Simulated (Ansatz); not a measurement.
Bond stretch in H₂, singlet.

Computed with: UHF/aug-cc-pVTZ (Ansatz, a quantum-chemistry and plane-wave program); RHF/aug-cc-pVTZ (Ansatz); UKS-BLYP = unrestricted BLYP/aug-cc-pVTZ (Ansatz); RKS-BLYP = restricted BLYP/aug-cc-pVTZ in Ansatz; UKS-B3LYP = unrestricted B3LYP/aug-cc-pVTZ (Ansatz); RKS-B3LYP = restricted B3LYP/aug-cc-pVTZ in Ansatz.

Scanned distances (Å): 0.60, 0.64, 0.68, 0.70, 0.73, 0.75, 0.77, 0.79, 0.81, 0.86, 0.94, 1.02, 1.14, 1.23, 1.33, 1.49, 1.67, 1.86, 2.01, 2.23, 2.65, 3.00.

### Question
Where does the unrestricted solution first break spin symmetry (<S²> of 0.01 or more)?

### Answer
UHF: between 1.14 and 1.23 Å; UKS-BLYP: between 1.49 and 1.67 Å; UKS-B3LYP: between 1.49 and 1.67 Å.

| R / Å | <S²> UHF | E(RHF) − E(UHF) / mEh | <S²> UKS-BLYP | E(RKS-BLYP) − E(UKS-BLYP) / mEh | <S²> UKS-B3LYP | E(RKS-B3LYP) − E(UKS-B3LYP) / mEh |
|---|---|---|---|---|---|---|
| 0.60 | 0.00 | 0.0 | 0.00 | 0.0 | 0.00 | 0.0 |
| 0.64 | 0.00 | 0.0 | 0.00 | 0.0 | 0.00 | 0.0 |
| 0.68 | 0.00 | 0.0 | 0.00 | 0.0 | 0.00 | 0.0 |
| 0.70 | 0.00 | 0.0 | 0.00 | 0.0 | 0.00 | 0.0 |
| 0.73 | 0.00 | 0.0 | 0.00 | 0.0 | 0.00 | 0.0 |
| 0.75 | 0.00 | 0.0 | 0.00 | 0.0 | 0.00 | 0.0 |
| 0.77 | 0.00 | 0.0 | 0.00 | 0.0 | 0.00 | 0.0 |
| 0.79 | 0.00 | 0.0 | 0.00 | 0.0 | 0.00 | 0.0 |
| 0.81 | 0.00 | 0.0 | 0.00 | 0.0 | 0.00 | 0.0 |
| 0.86 | 0.00 | 0.0 | 0.00 | 0.0 | 0.00 | 0.0 |
| 0.94 | 0.00 | 0.0 | 0.00 | 0.0 | 0.00 | 0.0 |
| 1.02 | 0.00 | 0.0 | 0.00 | 0.0 | 0.00 | 0.0 |
| 1.14 | 0.00 | 0.0 | 0.00 | 0.0 | 0.00 | 0.0 |
| 1.23 | 0.04 | 0.1 | 0.00 | 0.0 | 0.00 | 0.0 |
| 1.33 | 0.29 | 3.6 | 0.00 | 0.0 | 0.00 | 0.0 |
| 1.49 | 0.56 | 17.1 | 0.00 | 0.0 | 0.00 | 0.0 |
| 1.67 | 0.74 | 37.7 | 0.18 | 1.1 | 0.29 | 3.0 |
| 1.86 | 0.85 | 61.0 | 0.43 | 6.2 | 0.55 | 11.2 |
| 2.01 | 0.91 | 79.0 | 0.61 | 12.1 | 0.71 | 19.7 |
| 2.23 | 0.95 | 103.3 | 0.79 | 22.0 | 0.85 | 32.8 |
| 2.65 | 0.99 | 141.4 | 0.94 | 39.5 | 0.96 | 54.9 |
| 3.00 | 0.99 | 165.4 | 0.98 | 50.2 | 0.98 | 68.5 |
